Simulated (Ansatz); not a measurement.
## Solid iodine: elastic constant C44 by level of theory

No measured value is used here.

```json
[
 {"level (code)": "LDA (Ansatz)", "value (GPa)": "42.3", "cell (Å³/atom)": "36.95"},
 {"level (code)": "PBEsol (Ansatz)", "value (GPa)": "___", "cell (Å³/atom)": "39.80"},
 {"level (code)": "r²SCAN (Ansatz)", "value (GPa)": "21.9", "cell (Å³/atom)": "44.25"}
]
```

### Question
Some entries are withheld; supply them.

### Answer

- PBEsol (Ansatz, a first-principles code), value (GPa): 34.2

LDA: LDA has no dispersion term either, though it tends to give short spacings of layers, chains or molecules. PBEsol, r²SCAN: the cell comes from a level without a dispersion term, which matters for the spacing of layers, chains or molecules. Each level is taken at its own relaxed cell. Cutoffs differ between the levels. Ansatz's density-functional and Hartree–Fock values are scalar-relativistic unless marked +SOC, with PAW data made under PBE.
